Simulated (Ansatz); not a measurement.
```yaml
crystal:
  periodic: [false, false, false]
  atoms:
    - {symbol: C, position_ang: [0.479637, -1.098071, -0.361100]}
    - {symbol: O, position_ang: [0.338418, 0.278065, -0.672006]}
    - {symbol: C, position_ang: [-0.443694, 0.959874, 0.195585]}
    - {symbol: Cl, position_ang: [-0.821674, 2.523996, -0.510830]}
    - {symbol: D, position_ang: [0.353466, 1.188921, 1.801347]}
    - {symbol: H, position_ang: [-0.500488, -1.581284, -0.280114]}
    - {symbol: H, position_ang: [1.036603, -1.540108, -1.184159]}
    - {symbol: H, position_ang: [1.030361, -1.229977, 0.573697]}
    - {symbol: H, position_ang: [-1.384226, 0.452184, 0.420480]}
basis:
  gaussian: {orbitals: def2-TZVPP}
total_charge: -1
magnetization: {spin_polarized: true, initial_magnetization: 1}
hamiltonian: {xc: {name: wPBEh}}
output: {forces: true}
```

```sh
$ ansatz run in.yaml --threads 4 --pin off --events-out ev --progress --plain --max-ram 10444MiB
```

It prints (some lines left out):

```
Error: YAML parse error: error: line 8 column 16: `D` is not an element symbol (H … Og, case-exact)
 6 |     - {symbol: C, position_ang: [-0.443694, 0.959874, 0.195585]}
 7 |     - {symbol: Cl, position_ang: [-0.821674, 2.523996, -0.510830]}
 8 |     - {symbol: D, position_ang: [0.353466, 1.188921, 1.801347]}
 9 |     - {symbol: H, position_ang: [-0.500488, -1.581284, -0.280114]}
10 |     - {symbol: H, position_ang: [1.036603, -1.540108, -1.184159]}
```

Something in this input is off. What?

An element symbol is wrong. The input was rejected before any iteration.
